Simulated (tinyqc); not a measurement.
Hueckel theory of the pi electrons, for the molecule O=CN=O (SMILES; centres numbered as the heavy atoms are written), step by step. Computed by tinyqc, a small Python program that keeps every step. Settings: charge = 0. Command: `OMP_NUM_THREADS=1 python tinyqc.py 31122 31123 out.jsonl` (the two numbers bound the seeds that draw the settings). One thread of a shared host (Intel(R) Xeon(R) Processor @ 2.60GHz), about 0.01 s of CPU time with the checks.

## The Hueckel matrix

Centres:
```
centre  z_r, pi electrons of the neutral centre         h
1O                                            1  1.000000
2C                                            1  0.000000
3N                                            1  0.500000
4O                                            1  1.000000
```

Bonds:
```
i  j         k
1  2  1.000000
2  3         1
3  4  1.000000
```

H_rr = alpha + h_r beta, H_rs = k_rs beta for bonded centres.

Hueckel matrix in units of beta (H = alpha + beta A):
```
          1O        2C        3N        4O
1O  1.000000  1.000000  0.000000  0.000000
2C  1.000000  0.000000  1.000000  0.000000
3N  0.000000  1.000000  0.500000  1.000000
4O  0.000000  0.000000  1.000000  1.000000
```

## Orbitals

pi electrons, sum of z_r less the charge = 4

Diagonalise; E = alpha + x beta with beta < 0, so the largest x are filled first; degenerate levels share their electrons. P = sum n_i c_ri c_si; each orbital has its largest coefficient positive (the first on a tie).

x values: 2.150195  1.448563  0.130582  -1.229340

occupations: 2.000000  2.000000  0.000000  0.000000

coefficients:
```
         MO1        MO2        MO3        MO4
1O  0.403781   0.719168   0.464427  -0.322592
2C  0.464427   0.322592  -0.403781   0.719168
3N  0.594827  -0.251872  -0.517154  -0.561509
4O  0.517154  -0.561509   0.594827   0.251872
```

charge and bond-order matrix P:
```
           1O        2C        3N         4O
1O   1.360483  0.839050  0.118084  -0.390004
2C   0.839050  0.639517  0.390004   0.118084
3N   0.118084  0.390004  0.834519   0.898092
4O  -0.390004  0.118084  0.898092   1.165481
```

## Energy, charges, bond orders

E = sum n x; q_r = z_r - P_rr; bond order p = P_rs; free valence = sqrt(3) - sum of p over the bonds of the atom.

pi energy = 4 alpha + this times beta = 7.197516

pi charges: 1O -0.360483, 2C 0.360483, 3N 0.165481, 4O -0.165481

Bond orders and lengths from R = 1.517 - 0.180 p (angstrom, C-C alone):
```
bond         p  R
1-2   0.839050  -
2-3   0.390004  -
3-4   0.898092  -
```

free valence of the carbons: 2C 0.502997

gap between the highest filled and the next level = 1.317981 |beta|
